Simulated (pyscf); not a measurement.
Structures and frequencies: ωB97X-D3(BJ)/def2-SVP in PySCF. Correlated levels are frozen-core, on RHF or UHF. ΔMP2 is the change of the MP2 total energy from the triple- to the quadruple-zeta basis.

Task: Estimate by transition-state theory the rate constant of Cl–BH–Cl + H₂O → HCl + HO–BH–Cl (singlet surface; B–Cl, H–O broken, Cl–H, B–O formed) at 1200 K, with CCSD(T)/def2-TZVPP + ΔMP2(QZVPP) energies (ideal gas, 1 atm, RRHO with modes under 100 cm⁻¹ raised to 100, one conformer, R ln 2 for rigid chiral ones; no tunnelling).

Result: The electronic barrier is 9.5 kcal/mol and the thermal terms add +40.0, so ΔG‡ = 49.5 kcal/mol. With k_BT/h = 2.50e+13 s⁻¹ and RT = 2.385 kcal/mol, and a volume of 1.64e-19 cm³ per molecule at 1 atm, k = 3.9e-15 cm³ molecule⁻¹ s⁻¹. Wigner's tunnelling factor for 1148i cm⁻¹ would be 1.08. A shift of 1 kcal/mol in the barrier changes k by a factor 1.5. On the reactant side the descent ends in an adduct with a B–O contact, 12.1 kcal/mol under the separated species and 19.2 kcal/mol under the saddle at ωB97X-D3(BJ)/def2-TZVP. What is counted as formed (B–O) is already present as a longer contact in the reactant adduct; forming that adduct is a step of its own. At ωB97X-D3(BJ) the barrier from the zero used here is 7.1 kcal/mol. This is the saddle that the search found; another between the same sides may lie lower. The CCSD(T) − MP2 part came from Ansatz, without density fitting, on the same reference.
